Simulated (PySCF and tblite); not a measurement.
Results of a calculation; reference values are marked as such.
Stationary points of C₄H₇NO at PBE0-D3(BJ)/def2-SVP, in Å:

Structure A

```
 1 C    -2.186    0.386   -0.566
 2 N    -0.897   -0.230   -0.726
 3 C     0.175    0.024    0.041
 4 C     1.424   -0.510   -0.065
 5 C     2.443   -0.095    0.881
 6 O     2.287    0.707    1.783
 7 H    -2.978   -0.362   -0.395
 8 H    -2.159    1.053    0.306
 9 H    -2.468    0.990   -1.446
10 H    -0.785   -0.890   -1.486
11 H     0.019    0.748    0.851
12 H     1.680   -1.240   -0.838
13 H     3.442   -0.579    0.728
```

Structure B

```
 1 C    -2.162    0.413   -0.542
 2 N    -0.838   -0.069   -0.829
 3 C     0.202    0.140    0.035
 4 C     1.352   -0.553    0.107
 5 C     2.449   -0.190    1.048
 6 O     2.576   -0.641    2.157
 7 H    -2.711   -0.194    0.204
 8 H    -2.106    1.443   -0.158
 9 H    -2.761    0.443   -1.464
10 H    -0.786   -0.917   -1.380
11 H     0.047    0.996    0.704
12 H     1.534   -1.419   -0.543
13 H     3.204    0.547    0.660
```

Structure C

```
 1 C    -2.117    0.505   -0.724
 2 N    -0.925   -0.291   -0.651
 3 C     0.193    0.053    0.015
 4 C     1.327   -0.683    0.166
 5 C     2.442   -0.138    0.909
 6 O     3.501   -0.688    1.113
 7 H    -2.958    0.057   -0.167
 8 H    -1.919    1.495   -0.291
 9 H    -2.439    0.656   -1.767
10 H    -0.948   -1.210   -1.077
11 H     0.157    1.051    0.471
12 H     1.433   -1.686   -0.258
13 H     2.249    0.898    1.311
```

Geometries: PBE0-D3(BJ)/def2-SVP; energies: PBE0/pcSseg-1 + D3(BJ); zero-point and thermal terms from GFN2-xTB harmonic modes (soft modes blended into free rotors).

Problem. Which structure is a saddle point, and along which motion?

Solution. B: one imaginary mode (312i cm⁻¹ at GFN2-xTB, mostly on H13, H12, O6), along the rotation about the C4–C5 bond (torsion C3–C4–C5–O6 from 0° to 180°, rising).

Problem. Give their symmetry and energies above the lowest.

Solution. A Cs, 0.0 kcal/mol; B C1, 15.6 kcal/mol; C C1, 0.2 kcal/mol.
